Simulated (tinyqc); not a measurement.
CCD on RHF in the sto-3g basis, frozen core, for CH3+, spin multiplicity 1, step by step (part 1 of 2). Computed by tinyqc, a small Python program that keeps every step (integrals from PySCF). Settings: charge = 1, multiplicity = 1, basis = sto-3g, method = RHF, frozen orbitals = 1, energy threshold = 1e-10, iteration cap = 65, orthogonalisation = symmetric, start = core, DIIS depth = 6, amplitude equations = CCD, DIIS depth for amplitudes = 0, cap on updates = 86. Command: `OMP_NUM_THREADS=1 python tinyqc.py 30402 30403 out.jsonl` (the two numbers bound the seeds that draw the settings). One thread of a shared host (Intel(R) Xeon(R) Processor @ 2.60GHz), about 0.1 s of CPU time with the checks. The early iterations of the SCF are left out here.

## One-electron integrals

Geometry (angstrom):

| atom | x | y | z |
|---|---|---|---|
| C | 0.000000 | 0.000000 | 0.045000 |
| H | 1.042000 | 0.000000 | 0.000000 |
| H | -0.521000 | 0.902000 | 0.000000 |
| H | -0.521000 | -0.902000 | 0.000000 |

Basis sto-3g: exponents (1/bohr^2) and contraction coefficients of normalised primitives:

| element | l (shell) | exponent | coefficient |
|---|---|---|---|
| C | s (1) | 71.616837 | 0.154329 |
| C | s (1) | 13.045096 | 0.535328 |
| C | s (1) | 3.530512 | 0.444635 |
| C | s (2) | 2.941249 | -0.099967 |
| C | s (2) | 0.683483 | 0.399513 |
| C | s (2) | 0.222290 | 0.700115 |
| C | p (3) | 2.941249 | 0.155916 |
| C | p (3) | 0.683483 | 0.607684 |
| C | p (3) | 0.222290 | 0.391957 |
| H | s (1) | 3.425251 | 0.154329 |
| H | s (1) | 0.623914 | 0.535328 |
| H | s (1) | 0.168855 | 0.444635 |

Overlap, kinetic and nuclear-attraction integrals over the contracted functions; the nuclear repulsion is the sum of Za Zb / Rab.

nuclear repulsion = 10.01456976 hartree

overlap S:
```
           1C 1s     1C 2s     1C 2px     1C 2py     1C 2pz      2H 1s      3H 1s      4H 1s
1C 1s   1.000000  0.248362   0.000000   0.000000   0.000000   0.069503   0.069558   0.069558
1C 2s   0.248362  1.000000   0.000000   0.000000   0.000000   0.518122   0.518325   0.518325
1C 2px  0.000000  0.000000   1.000000   0.000000   0.000000   0.482428  -0.241349  -0.241349
1C 2py  0.000000  0.000000   0.000000   1.000000   0.000000   0.000000   0.417843  -0.417843
1C 2pz  0.000000  0.000000   0.000000   0.000000   1.000000  -0.020834  -0.020846  -0.020846
2H 1s   0.069503  0.518122   0.482428   0.000000  -0.020834   1.000000   0.162922   0.162922
3H 1s   0.069558  0.518325  -0.241349   0.417843  -0.020846   0.162922   1.000000   0.163074
4H 1s   0.069558  0.518325  -0.241349  -0.417843  -0.020846   0.162922   0.163074   1.000000
```

kinetic energy T (hartree):
```
            1C 1s      1C 2s     1C 2px     1C 2py     1C 2pz      2H 1s      3H 1s      4H 1s
1C 1s   15.891122  -0.085890   0.000000   0.000000   0.000000  -0.008383  -0.008363  -0.008363
1C 2s   -0.085890   0.472250   0.000000   0.000000   0.000000   0.122878   0.123000   0.123000
1C 2px   0.000000   0.000000   1.477728   0.000000   0.000000   0.290598  -0.145458  -0.145458
1C 2py   0.000000   0.000000   0.000000   1.477728   0.000000   0.000000   0.251830  -0.251830
1C 2pz   0.000000   0.000000   0.000000   0.000000   1.477728  -0.012550  -0.012564  -0.012564
2H 1s   -0.008383   0.122878   0.290598   0.000000  -0.012550   0.760032  -0.006305  -0.006305
3H 1s   -0.008363   0.123000  -0.145458   0.251830  -0.012564  -0.006305   0.760032  -0.006288
4H 1s   -0.008363   0.123000  -0.145458  -0.251830  -0.012564  -0.006305  -0.006288   0.760032
```

nuclear attraction V (hartree):
```
             1C 1s      1C 2s     1C 2px     1C 2py     1C 2pz      2H 1s      3H 1s      4H 1s
1C 1s   -35.175201  -4.570350   0.000018   0.000000   0.002396  -1.305291  -1.306368  -1.306368
1C 2s    -4.570350  -6.659384   0.000144   0.000000   0.023839  -2.972622  -2.974155  -2.974155
1C 2px    0.000018   0.000144  -6.686495   0.000000  -0.000007  -2.570409   1.286160   1.286160
1C 2py    0.000000   0.000000   0.000000  -6.686484   0.000000   0.000000  -2.226632   2.226632
1C 2pz    0.002396   0.023839  -0.000007   0.000000  -6.480635   0.117135   0.117217   0.117217
2H 1s    -1.305291  -2.972622  -2.570409   0.000000   0.117135  -4.777735  -0.865059  -0.865059
3H 1s    -1.306368  -2.974155   1.286160  -2.226632   0.117217  -0.865059  -4.778704  -0.865886
4H 1s    -1.306368  -2.974155   1.286160   2.226632   0.117217  -0.865059  -0.865886  -4.778704
```

core Hamiltonian H = T + V (hartree):
```
             1C 1s      1C 2s     1C 2px     1C 2py     1C 2pz      2H 1s      3H 1s      4H 1s
1C 1s   -19.284079  -4.656240   0.000018   0.000000   0.002396  -1.313674  -1.314731  -1.314731
1C 2s    -4.656240  -6.187134   0.000144   0.000000   0.023839  -2.849744  -2.851155  -2.851155
1C 2px    0.000018   0.000144  -5.208767   0.000000  -0.000007  -2.279811   1.140702   1.140702
1C 2py    0.000000   0.000000   0.000000  -5.208756   0.000000   0.000000  -1.974802   1.974802
1C 2pz    0.002396   0.023839  -0.000007   0.000000  -5.002907   0.104585   0.104653   0.104653
2H 1s    -1.313674  -2.849744  -2.279811   0.000000   0.104585  -4.017703  -0.871364  -0.871364
3H 1s    -1.314731  -2.851155   1.140702  -1.974802   0.104653  -0.871364  -4.018672  -0.872175
4H 1s    -1.314731  -2.851155   1.140702   1.974802   0.104653  -0.871364  -0.872175  -4.018672
```

## Two-electron integrals

Functions are numbered as in S; the eight-fold symmetry (ij|kl) = (ji|kl) = (kl|ij) leaves the list below.

Two-electron integrals (ij|kl) in chemists' order, unique and non-zero (hartree):
```
(11|11) 3.541948    (21|11) 0.576921    (21|21) 0.111888    (22|11) 0.854682
(22|21) 0.205284    (22|22) 0.624709    (31|31) 0.020296    (32|31) 0.030858
(32|32) 0.137996    (33|11) 0.852436    (33|21) 0.205335    (33|22) 0.624568
(33|33) 0.672833    (41|41) 0.020296    (42|41) 0.030858    (42|42) 0.137996
(43|43) 0.036269    (44|11) 0.852436    (44|21) 0.205335    (44|22) 0.624568
(44|33) 0.600295    (44|44) 0.672833    (51|51) 0.020296    (52|51) 0.030858
(52|52) 0.137996    (53|53) 0.036269    (54|54) 0.036269    (55|11) 0.852436
(55|21) 0.205335    (55|22) 0.624568    (55|33) 0.600295    (55|44) 0.600295
(55|55) 0.672833    (61|11) 0.163105    (61|21) 0.031405    (61|22) 0.057390
(61|31) 0.001935    (61|32) 0.003568    (61|33) 0.057798    (61|44) 0.057194
(61|51) -0.000084   (61|52) -0.000154   (61|53) -0.000026   (61|55) 0.057196
(61|61) 0.009017    (62|11) 0.357525    (62|21) 0.086855    (62|22) 0.286918
(62|31) 0.008244    (62|32) 0.054564    (62|33) 0.299703    (62|44) 0.280380
(62|51) -0.000356   (62|52) -0.002356   (62|53) -0.000834   (62|55) 0.280416
(62|61) 0.025361    (62|62) 0.166872    (63|11) 0.291524    (63|21) 0.071794
(63|22) 0.251511    (63|31) 0.015234    (63|32) 0.092217    (63|33) 0.276749
(63|44) 0.238746    (63|51) -0.000259   (63|52) -0.001935   (63|53) -0.001168
(63|55) 0.238777    (63|61) 0.022047    (63|62) 0.174052    (63|63) 0.199943
(64|41) 0.009242    (64|42) 0.047414    (64|43) 0.010953    (64|54) -0.000473
(64|64) 0.021656    (65|11) -0.012590   (65|21) -0.003101   (65|22) -0.010862
(65|31) -0.000259   (65|32) -0.001935   (65|33) -0.011006   (65|44) -0.010311
(65|51) 0.009253    (65|52) 0.047498    (65|53) 0.010983    (65|55) -0.011258
(65|61) -0.000952   (65|62) -0.007517   (65|63) -0.007700   (65|65) 0.021988
(66|11) 0.493286    (66|21) 0.121902    (66|22) 0.454351    (66|31) 0.015495
(66|32) 0.133878    (66|33) 0.502201    (66|44) 0.430117    (66|51) -0.000669
(66|52) -0.005782   (66|53) -0.003113   (66|55) 0.430251    (66|61) 0.036234
(66|62) 0.323755    (66|63) 0.374489    (66|65) -0.016173   (66|66) 0.774606
(71|11) 0.163239    (71|21) 0.031431    (71|22) 0.057436    (71|31) -0.000969
(71|32) -0.001786   (71|33) 0.057392    (71|41) 0.001677    (71|42) 0.003092
(71|43) -0.000262   (71|44) 0.057693    (71|51) -0.000084   (71|52) -0.000154
(71|53) 0.000013    (71|54) -0.000023   (71|55) 0.057242    (71|61) 0.008728
(71|62) 0.023803    (71|63) 0.019173    (71|64) 0.000884    (71|65) -0.000894
(71|66) 0.033154    (71|71) 0.009032    (72|11) 0.357713    (72|21) 0.086900
(72|22) 0.287054    (72|31) -0.004125   (72|32) -0.027301   (72|33) 0.285349
(72|41) 0.007142    (72|42) 0.047266    (72|43) -0.008371   (72|44) 0.295007
(72|51) -0.000356   (72|52) -0.002358   (72|53) 0.000418    (72|54) -0.000723
(72|55) 0.280550    (72|61) 0.023796    (72|62) 0.122692    (72|63) 0.099368
(72|64) 0.014459    (72|65) -0.005373   (72|66) 0.188762    (72|71) 0.025395
(72|72) 0.167012    (73|11) -0.145865   (73|21) -0.035922   (73|22) -0.125839
(73|31) 0.010748    (73|32) 0.058652    (73|33) -0.132428   (73|41) -0.002596
(73|42) -0.019410   (73|43) 0.012976    (73|44) -0.125490   (73|51) 0.000130
(73|52) 0.000968    (73|53) -0.000647   (73|54) 0.000301    (73|55) -0.119467
(73|61) -0.008819   (73|62) -0.037169   (73|63) -0.016173   (73|64) -0.003286
(73|65) 0.001591    (73|66) -0.044320   (73|71) -0.011040   (73|72) -0.087116
(73|73) 0.066304    (74|11) 0.252535    (74|21) 0.062192    (74|22) 0.217862
(74|31) -0.002596   (74|32) -0.019410   (74|33) 0.210293    (74|41) 0.013743
(74|42) 0.081045    (74|43) -0.011519   (74|44) 0.236236    (74|51) -0.000224
(74|52) -0.001676   (74|53) 0.000301    (74|54) -0.000995   (74|55) 0.206832
(74|61) 0.017037    (74|62) 0.093264    (74|63) 0.074894    (74|64) 0.025184
(74|65) -0.003998   (74|66) 0.143423    (74|71) 0.019114    (74|72) 0.150823
(74|73) -0.077261   (74|74) 0.155439    (75|11) -0.012599   (75|21) -0.003103
(75|22) -0.010869   (75|31) 0.000130    (75|32) 0.000968    (75|33) -0.010491
(75|41) -0.000224   (75|42) -0.001676   (75|43) 0.000301    (75|44) -0.010839
(75|51) 0.009260    (75|52) 0.047525    (75|53) -0.005496   (75|54) 0.009515
(75|55) -0.011265   (75|61) -0.000894   (75|62) -0.005374   (75|63) -0.004259
(75|64) -0.000622   (75|65) 0.015208    (75|66) -0.008819   (75|71) -0.000954
(75|72) -0.007524   (75|73) 0.003854    (75|74) -0.006673   (75|75) 0.022011
(76|11) 0.102717    (76|21) 0.025003    (76|22) 0.084923    (76|31) 0.000996
(76|32) 0.006910    (76|33) 0.085690    (76|41) 0.001725    (76|42) 0.011967
(76|43) 0.000419    (76|44) 0.086173    (76|51) -0.000172   (76|52) -0.001194
(76|53) -0.000156   (76|54) -0.000270   (76|55) 0.082827    (76|61) 0.007120
(76|62) 0.044379    (76|63) 0.042728    (76|64) 0.004711    (76|65) -0.002198
(76|66) 0.080345    (76|71) 0.007126    (76|72) 0.044395    (76|73) -0.017293
(76|74) 0.039364    (76|75) -0.002199   (76|76) 0.014159    (77|11) 0.493430
(77|21) 0.121937    (77|22) 0.454447    (77|31) -0.007754   (77|32) -0.066976
(77|33) 0.448245    (77|41) 0.013424    (77|42) 0.115955    (77|43) -0.031226
(77|44) 0.484270    (77|51) -0.000670   (77|52) -0.005785   (77|53) 0.001558
(77|54) -0.002697   (77|55) 0.430343    (77|61) 0.033137    (77|62) 0.188709
(77|63) 0.146347    (77|64) 0.033345    (77|65) -0.008816   (77|66) 0.291218
(77|71) 0.036273    (77|72) 0.323911    (77|73) -0.187373   (77|74) 0.324397
(77|75) -0.016184   (77|76) 0.080345    (77|77) 0.774606    (81|11) 0.163239
(81|21) 0.031431    (81|22) 0.057436    (81|31) -0.000969   (81|32) -0.001786
(81|33) 0.057392    (81|41) -0.001677   (81|42) -0.003092   (81|43) 0.000262
(81|44) 0.057693    (81|51) -0.000084   (81|52) -0.000154   (81|53) 0.000013
(81|54) 0.000023    (81|55) 0.057242    (81|61) 0.008728    (81|62) 0.023803
(81|63) 0.019173    (81|64) -0.000884   (81|65) -0.000894   (81|66) 0.033154
(81|71) 0.008735    (81|72) 0.023815    (81|73) -0.010360   (81|74) 0.016166
(81|75) -0.000895   (81|76) 0.006763    (81|77) 0.033165    (81|81) 0.009032
(82|11) 0.357713    (82|21) 0.086900    (82|22) 0.287054    (82|31) -0.004125
(82|32) -0.027301   (82|33) 0.285349    (82|41) -0.007142   (82|42) -0.047266
(82|43) 0.008371    (82|44) 0.295007    (82|51) -0.000356   (82|52) -0.002358
(82|53) 0.000418    (82|54) 0.000723    (82|55) 0.280550    (82|61) 0.023796
(82|62) 0.122692    (82|63) 0.099368    (82|64) -0.014459   (82|65) -0.005373
(82|66) 0.188762    (82|71) 0.023815    (82|72) 0.122760    (82|73) -0.062256
(82|74) 0.078845    (82|75) -0.005377   (82|76) 0.034595    (82|77) 0.188819
(82|81) 0.025395    (82|82) 0.167012    (83|11) -0.145865   (83|21) -0.035922
(83|22) -0.125839   (83|31) 0.010748    (83|32) 0.058652    (83|33) -0.132428
(83|41) 0.002596    (83|42) 0.019410    (83|43) -0.012976   (83|44) -0.125490
(83|51) 0.000130    (83|52) 0.000968    (83|53) -0.000647   (83|54) -0.000301
(83|55) -0.119467   (83|61) -0.008819   (83|62) -0.037169   (83|63) -0.016173
(83|64) 0.003286    (83|65) 0.001591    (83|66) -0.044320   (83|71) -0.010360
(83|72) -0.062256   (83|73) 0.045906    (83|74) -0.039117   (83|75) 0.002670
(83|76) -0.013314   (83|77) -0.102141   (83|81) -0.011040   (83|82) -0.087116
(83|83) 0.066304    (84|11) -0.252535   (84|21) -0.062192   (84|22) -0.217862
(84|31) 0.002596    (84|32) 0.019410    (84|33) -0.210293   (84|41) 0.013743
(84|42) 0.081045    (84|43) -0.011519   (84|44) -0.236236   (84|51) 0.000224
(84|52) 0.001676    (84|53) -0.000301   (84|54) -0.000995   (84|55) -0.206832
(84|61) -0.017037   (84|62) -0.093264   (84|63) -0.074894   (84|64) 0.025184
(84|65) 0.003998    (84|66) -0.143423   (84|71) -0.016166   (84|72) -0.078845
(84|73) 0.039117    (84|74) -0.036830   (84|75) 0.003379    (84|76) -0.023049
(84|77) -0.110091   (84|81) -0.019114   (84|82) -0.150823   (84|83) 0.077261
(84|84) 0.155439    (85|11) -0.012599   (85|21) -0.003103   (85|22) -0.010869
(85|31) 0.000130    (85|32) 0.000968    (85|33) -0.010491   (85|41) 0.000224
(85|42) 0.001676    (85|43) -0.000301   (85|44) -0.010839   (85|51) 0.009260
(85|52) 0.047525    (85|53) -0.005496   (85|54) -0.009515   (85|55) -0.011265
(85|61) -0.000894   (85|62) -0.005374   (85|63) -0.004259   (85|64) 0.000622
(85|65) 0.015208    (85|66) -0.008819   (85|71) -0.000895   (85|72) -0.005377
(85|73) 0.002670    (85|74) -0.003379   (85|75) 0.015218    (85|76) -0.001665
(85|77) -0.008822   (85|81) -0.000954   (85|82) -0.007524   (85|83) 0.003854
(85|84) 0.006673    (85|85) 0.022011    (86|11) 0.102717    (86|21) 0.025003
(86|22) 0.084923    (86|31) 0.000996    (86|32) 0.006910    (86|33) 0.085690
(86|41) -0.001725   (86|42) -0.011967   (86|43) -0.000419   (86|44) 0.086173
(86|51) -0.000172   (86|52) -0.001194   (86|53) -0.000156   (86|54) 0.000270
(86|55) 0.082827    (86|61) 0.007120    (86|62) 0.044379    (86|63) 0.042728
(86|64) -0.004711   (86|65) -0.002198   (86|66) 0.080345    (86|71) 0.006763
(86|72) 0.034595    (86|73) -0.013314   (86|74) 0.023049    (86|75) -0.001665
(86|76) 0.011488    (86|77) 0.052307    (86|81) 0.007126    (86|82) 0.044395
(86|83) -0.017293   (86|84) -0.039364   (86|85) -0.002199   (86|86) 0.014159
(87|11) 0.102813    (87|21) 0.025026    (87|22) 0.085002    (87|31) -0.001995
(87|32) -0.013837   (87|33) 0.086498    (87|44) 0.085526    (87|51) -0.000172
(87|52) -0.001195   (87|53) 0.000313    (87|55) 0.082904    (87|61) 0.006764
(87|62) 0.034609    (87|63) 0.026632    (87|65) -0.001665   (87|66) 0.052342
(87|71) 0.007132    (87|72) 0.044441    (87|73) -0.025485   (87|74) 0.034686
(87|75) -0.002201   (87|76) 0.011498    (87|77) 0.080432    (87|81) 0.007132
(87|82) 0.044441    (87|83) -0.025485   (87|84) -0.034686   (87|85) -0.002201
(87|86) 0.011498    (87|87) 0.014187    (88|11) 0.493430    (88|21) 0.121937
(88|22) 0.454447    (88|31) -0.007754   (88|32) -0.066976   (88|33) 0.448245
(88|41) -0.013424   (88|42) -0.115955   (88|43) 0.031226    (88|44) 0.484270
(88|51) -0.000670   (88|52) -0.005785   (88|53) 0.001558    (88|54) 0.002697
(88|55) 0.430343    (88|61) 0.033137    (88|62) 0.188709    (88|63) 0.146347
(88|64) -0.033345   (88|65) -0.008816   (88|66) 0.291218    (88|71) 0.033165
(88|72) 0.188819    (88|73) -0.102141   (88|74) 0.110091    (88|75) -0.008822
(88|76) 0.052307    (88|77) 0.291310    (88|81) 0.036273    (88|82) 0.323911
(88|83) -0.187373   (88|84) -0.324397   (88|85) -0.016184   (88|86) 0.080345
(88|87) 0.080432    (88|88) 0.774606
```

## Orthogonalisation

S = U s U^T; symmetric (Loewdin) form X = U s^(-1/2) U^T, so that X^T S X = 1.

eigenvalues of S: 0.232427  0.321944  0.322019  0.959041  1.002258  1.514982  1.515110  2.132219

X:
```
            1C 1s      1C 2s     1C 2px     1C 2py     1C 2pz      2H 1s      3H 1s      4H 1s
1C 1s    1.028609  -0.170756   0.000011   0.000000   0.001629   0.026112   0.026115   0.026115
1C 2s   -0.170756   1.511908  -0.000218   0.000000  -0.019218  -0.380534  -0.380858  -0.380858
1C 2px   0.000011  -0.000218   1.222486   0.000000   0.000010  -0.384010   0.192177   0.192177
1C 2py   0.000000   0.000000   0.000000   1.222510   0.000000   0.000000  -0.332713   0.332713
1C 2pz   0.001629  -0.019218   0.000010   0.000000   1.000757   0.015041   0.015057   0.015057
2H 1s    0.026112  -0.380534  -0.384010   0.000000   0.015041   1.313877  -0.038156  -0.038156
3H 1s    0.026115  -0.380858   0.192177  -0.332713   0.015057  -0.038156   1.314210  -0.038150
4H 1s    0.026115  -0.380858   0.192177   0.332713   0.015057  -0.038156  -0.038150   1.314210
```

## Starting guess

The start is the orbitals of the core Hamiltonian; D = 2 C_occ C_occ^T.

D at the start:
```
            1C 1s      1C 2s     1C 2px     1C 2py     1C 2pz      2H 1s      3H 1s      4H 1s
1C 1s    2.159995  -0.722335   0.000067   0.000000   0.038837   0.097581   0.097635   0.097635
1C 2s   -0.722335   3.205295  -0.000532   0.000000  -0.180144  -0.404222  -0.404519  -0.404519
1C 2px   0.000067  -0.000532   2.675170   0.000000   0.000020  -0.572643   0.286586   0.286586
1C 2py   0.000000   0.000000   0.000000   2.675072   0.000000   0.000000  -0.496008   0.496008
1C 2pz   0.038837  -0.180144   0.000020   0.000000   0.010126   0.022714   0.022728   0.022728
2H 1s    0.097581  -0.404222  -0.572643   0.000000   0.022714   0.173606  -0.010304  -0.010304
3H 1s    0.097635  -0.404519   0.286586  -0.496008   0.022728  -0.010304   0.173729  -0.010209
4H 1s    0.097635  -0.404519   0.286586   0.496008   0.022728  -0.010304  -0.010209   0.173729
```
